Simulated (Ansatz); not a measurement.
## Relaxing Cd3C

These are results of DFT PBE, scalar-relativistic, plane waves, PAW in Ansatz, not measurements. Cutoff 420 eV, Γ-centred k mesh, Gaussian smearing, no spin polarisation in the final step.

The start puts Cd3C on the sites of a reported Ni3Sb cell (Pmmn, No. 59), with C in place of Sb, Cd in place of Ni, at a guessed volume.

```yaml
crystal:
  lattice:
    - [4.85993, 0.00000, 0.00000]
    - [0.00000, 6.04526, 0.00000]
    - [0.00000, 0.00000, 5.11417]
  atoms:
    - { symbol: Cd, position: [0.00000, 0.25000, 0.16700] }
    - { symbol: Cd, position: [0.00000, 0.75000, 0.16700] }
    - { symbol: Cd, position: [0.50000, 0.75000, 0.83300] }
    - { symbol: Cd, position: [0.50000, 0.25000, 0.83300] }
    - { symbol: Cd, position: [0.50000, 0.00000, 0.33000] }
    - { symbol: Cd, position: [0.00000, 0.50000, 0.67000] }
    - { symbol: C, position: [0.00000, 0.00000, 0.67000] }
    - { symbol: C, position: [0.50000, 0.50000, 0.33000] }
```

Steps on the 4×4×4 mesh (8 atoms). 12 of 30 steps are shown, and the free energy counts from the last. Trial steps that were taken back and renewals of the plane-wave basis can be among the rows.

```csv
step,ΔF (meV/atom),V (Å³/atom),P (GPa),largest force component (eV/Å)
1,305.0,18.78,-2.11,0.641
4,279.5,18.14,0.31,0.158
6,263.0,18.44,0.86,0.159
9,216.0,19.25,-0.54,0.240
12,143.1,18.20,0.99,0.294
14,138.3,18.64,-1.01,0.051
17,96.2,18.48,3.03,0.032
19,43.2,18.75,1.47,0.092
22,35.5,18.49,-0.37,0.553
25,10.4,18.86,-0.22,0.028
27,2.7,18.83,0.62,0.004
30,0.0,19.16,-0.22,0.035
```

Steps on the 6×4×2 mesh (8 atoms). 4 of 4 steps are shown, and the free energy counts from the last.

| step | ΔF (meV/atom) | V (Å³/atom) | P (GPa) | largest force component (eV/Å) |
| --- | --- | --- | --- | --- |
| 1 | 2.9 | 19.16 | -0.27 | 0.149 |
| 2 | 0.6 | 19.16 | 0.28 | 0.075 |
| 3 | 0.1 | 19.23 | 0.01 | 0.027 |
| 4 | 0.0 | 19.23 | 0.01 | 0.027 |

A final relaxation ran on a 12×6×6 mesh. The relaxed crystal, Pmmn (No. 59):

Space group Pmmn:1 (No. 59). a = 3.364 Å, b = 5.940 Å, c = 7.713 Å, α = 90.00°, β = 90.00°, γ = 90.00°
```
atom site symmetry x y z
  Cd    4e m..  0.0000  0.2468  0.1742
  Cd    2b mm2  0.5000  0.0000  0.4658
   C    2a mm2  0.0000  0.0000  0.9206
```

For Cd3C, the volume per atom is 19.27 Å³, the density is 7.53 g/cm³ and the energy over the elements is 0.92 eV/atom. The gap on the 12×6×6 mesh is 0 eV (a metal).

The zero of energy is the elements' standard structures at the same level; no fitted shifts are applied.

The final run used a 12×6×6 mesh on its 8-atom cell and 0.10 eV smearing. The k mesh leaves about 4 meV/atom of noise in metals.

A structure relaxed within its symmetry needn't be a true minimum.